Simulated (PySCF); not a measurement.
Adding and removing an electron: OF

PBE; PySCF, no relativity, basis sets O def2-SVP, F def2-SVP. Neutral (UKS): doublet (π ↑), Re = 1.352 Å, ωe = 1097 cm⁻¹, De = 3.24 eV, HOMO -6.59 eV, LUMO -6.10 eV.

OF⁺ (UKS): triplet (π ↑↑), Re = 1.238 Å, ωe = 1346 cm⁻¹, De = 4.72 eV to O⁺ + F. The energies at the minima are -174.57360 hartree for OF and -174.11741 for OF⁺.

Problem. Work out the adiabatic ionisation energy, without and with harmonic zero-point energies (1 hartree = 27.2114 eV, 1 eV = 8065.5 cm⁻¹), and the change of the bond length.

Solution. At PBE: 0.45619 hartree = 12.414 eV between the minima; the zero-point term (1346.0 − 1097.0)/2 cm⁻¹ = +0.015 eV makes it 12.429 eV. Re changes by -11.4 pm against the neutral. The electron leaves a π orbital, and the shorter bond of the ion fits an antibonding orbital, or a change in how ionic the bond is.

For an ion De counts to the pair picked by the measured ionisation energies or electron affinities, which need not be the lowest pair at this level. States were picked by a PBE0 search and need not be the measured ground states.
